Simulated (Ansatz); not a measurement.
# BCl2 (quartet): the correlation ladder at a displaced geometry (v2), cc-pVDZ

The task here is to estimate one member of a computed series from the others.

Program: Ansatz 0.2.0, Gaussian basis. Level of theory: cc-pVDZ, core rule «outside noble gas», up to 11 orbitals frozen. These are calculated values, not measurements.

To be run: UHF; CCSD(T) on ROHF; CCSD(T) on UHF; BCCD(T) on ROHF; CISD as a restricted active space (open shells left free, so some higher excitations enter); CCSDT(Q) on ROHF; CCSDT(Q) on UHF; CASSCF and MRCISD+Q, 13 electrons in 10 orbitals; CASSCF and NEVPT2, 13 electrons in 10 orbitals.

20 further runs of the same task are left out: 9 that didn't finish, 11 set aside as unsound or not needed. Runs told in other sessions of the task aren't counted.

## The system

The geometry is a PBE0/def2-TZVP stationary point (not a proven minimum) with its atoms shifted at random (size 0.100 Å).

3 atoms, charge 0, spin multiplicity 4.

Atoms are counted from 1 here; the program's logs count them from 0.

Bond lengths: B1–Cl2 1.842 Å, B1–Cl3 1.825 Å. Angles: Cl2–B1–Cl3 89.6°.

The first run:

Input file in.yaml:

```yaml
crystal:
  periodic: [false, false, false]
  atoms:
    - {symbol: B, position_ang: [0.109820, -1.123253, -0.006511]}
    - {symbol: Cl, position_ang: [-0.055054, 0.187474, -1.290456]}
    - {symbol: Cl, position_ang: [0.021566, 0.155050, 1.292442]}
basis:
  gaussian: {orbitals: cc-pVDZ}
magnetization: {spin_polarized: true, initial_magnetization: 3}
hamiltonian: {xc: hf}
output: {orbitals: {seedname: orbitals}}
```

Run with:

```bash
ansatz run in.yaml --threads 1 --pin off --events-out ev --progress --plain --max-ram 2393MiB
```

Steps of the session up to this table: UHF; CCSD(T) on ROHF; CCSD(T) on UHF; BCCD(T) on ROHF; CISD as a restricted active space (open shells left free, so some higher excitations enter); CCSDT(Q) on ROHF; CCSDT(Q) on UHF; CASSCF and MRCISD+Q, 13 electrons in 10 orbitals; CASSCF and NEVPT2, 13 electrons in 10 orbitals.

One table of the session follows, with a row left open; its other results are not shown here.

| method | from UCCSDT(Q) (kJ/mol) |
| --- | --- |
| ROHF | +960.7 |
| UHF | +938.5 |
| RMP2 | +104.6 |
| UMP2 | ? |
| CISD | +123.2 |
| RCCSD | +31.8 |
| UCCSD | +31.1 |
| RCCSD(T) | +5.2 |
| UCCSD(T) | +5.3 |
| BCCD(T) | +5.2 |
| RCCSDT | +2.6 |
| UCCSDT | +2.5 |
| RCCSDT(Q) | +0.1 |
| UCCSDT(Q) | 0 |
| CASSCF valence | +848.8 |
| NEVPT2 valence | +142.0 |
| MRCISD valence | +94.7 |
| MRCISD+Q valence | +10.5 |

Q: Estimate the row for UMP2 from the others.

**Answer.** from UCCSDT(Q) (kJ/mol): +111.4. In the column «from UCCSDT(Q) (kJ/mol)» it lies between RMP2 (+104.6) and CISD (+123.2).

The program flags RCCSD(T), BCCD(T), RCCSDT(Q) as in doubt (see the logs), so those rows may rest on another solution.

Limits of these values: The report flags that the cluster equations may have other roots. The program flags RCCSD(T), BCCD(T), RCCSDT(Q) as in doubt, so those rows may rest on another solution. Restricted and unrestricted rows rest on different reference determinants; a gap between their highest levels can come from leftover correlation error, from unlike frozen cores or from another state.
